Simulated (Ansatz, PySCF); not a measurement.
Species: CS, net charge 0, singlet state. SMILES: [C-]#[S+]
Coordinates optimised at B3LYP-D3(BJ)/def2-TZVP (Ansatz, a quantum-chemistry and plane-wave program):
```xyz
2

C      0.0000     0.0000    -1.1142
S      0.0000     0.0000     0.4178
```
Charge 0, spin multiplicity 1.

Property: atomisation energy (electronic, to ground-state atoms), in kcal/mol. Cores are frozen in the correlated levels unless marked. UHF or UKS for open shells. Spin-orbit coupling is left out. Non-relativistic. The coupled-cluster limit lacks core correlation, which all-electron functionals hold. Basis-set limits of correlation are two-point, X^-3; Hartree-Fock from the larger set (for Q and 5 zeta extrapolated as (X+1)exp(-9√X)).

```tsv
level	program	atomisation energy (kcal/mol)	rough core time
HF/def2-SVP	Ansatz	95.7	-
PBE0-D3(BJ)/def2-TZVPD	Ansatz + dftd3	168.7	under 20 s
PBE0-D4/def2-TZVPD	Ansatz + dftd4	168.6	under 20 s
PBE0/def2-QZVPP	Ansatz	168.0	under 20 s
r2SCAN0-D4/def2-TZVPD	Ansatz + dftd4	159.5	under 20 s
M06-2X/def2-TZVPD	PySCF	169.1	-
HSE06-D4/def2-TZVPD	Ansatz + dftd4	168.9	under 20 s
B2GP-PLYP-D4/def2-TZVPD	Ansatz + dftd4	167.2	under 20 s
B2PLYP-D4/def2-TZVPD	Ansatz + dftd4	169.0	under 20 s
MP2/cc-pV(5+d)Z	Ansatz	177.8	-
RI-MP2/CBS(cc-pV(T+d)Z,cc-pV(Q+d)Z)	Ansatz	178.8	under 20 s
SCS-MP2/def2-TZVPP	Ansatz	168.6	-
SCS-MP2/cc-pV(Q+d)Z	Ansatz	172.4	-
CCSD/STO-3G	Ansatz	154.4	-
CCSD(T)/CBS(cc-pV(Q+d)Z,cc-pV(5+d)Z)	Ansatz	170.9	40 s
```

Core times are rough, on shared machines, summed over the molecules involved; a dash marks a level read off another run, or run on other hardware, by another program or under a memory cap.
